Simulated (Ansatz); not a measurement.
`O[Si]Cl` and `[SiH]Cl` differ in one atom or group.

Ansatz, PBE0-D4/def2-TZVP geometries, multiplicity 1. Each molecule was computed in one conformer, which needn't be the lowest.

| property | `O[Si]Cl` |
| --- | --- |
| LUMO energy (PBE/def2-TZVPP) / eV | -2.82 |
| LUMO energy (B3LYP/def2-TZVPP) / eV | -2.19 |
| size of the dipole moment (B3LYP/def2-TZVPP) / D | 0.90 |
| LUMO energy (ωB97M-V/def2-TZVPP) / eV | 0.03 |
| HOMO–LUMO gap (B3LYP/def2-TZVPP) / eV | 5.25 |
| ideal-gas entropy at 298 K and 1 bar (rigid rotor, harmonic PBE0-D4/def2-TZVP) / J/(mol·K) | 279 |

(1) Give the same properties after the change, and the shifts. (Estimate.)

Results:

(1) The calculation gave: 
```
                                                                                  property  `[SiH]Cl`  shift
                                                         LUMO energy (PBE/def2-TZVPP) / eV      -3.80  -0.98
                                                       LUMO energy (B3LYP/def2-TZVPP) / eV      -3.14  -0.95
                                          size of the dipole moment (B3LYP/def2-TZVPP) / D       1.00   0.10
                                                     LUMO energy (ωB97M-V/def2-TZVPP) / eV      -0.94  -0.97
                                                     HOMO–LUMO gap (B3LYP/def2-TZVPP) / eV       3.67  -1.58
ideal-gas entropy at 298 K and 1 bar (rigid rotor, harmonic PBE0-D4/def2-TZVP) / J/(mol·K)        251    -28
```

With PBE0 the HOMO rises by 0.64 eV and the LUMO falls by 0.95 eV, so the gap narrows by about 1.59 eV. PBE moves the HOMO by 0.62 eV and ωB97M-V by 0.66 eV. The zero-point energy changes by -20.5 kJ/mol with -3 modes. Dipoles are sizes alone; their direction can turn.

B3LYP here is the variant with VWN-RPA as its local correlation; programs differ in this.
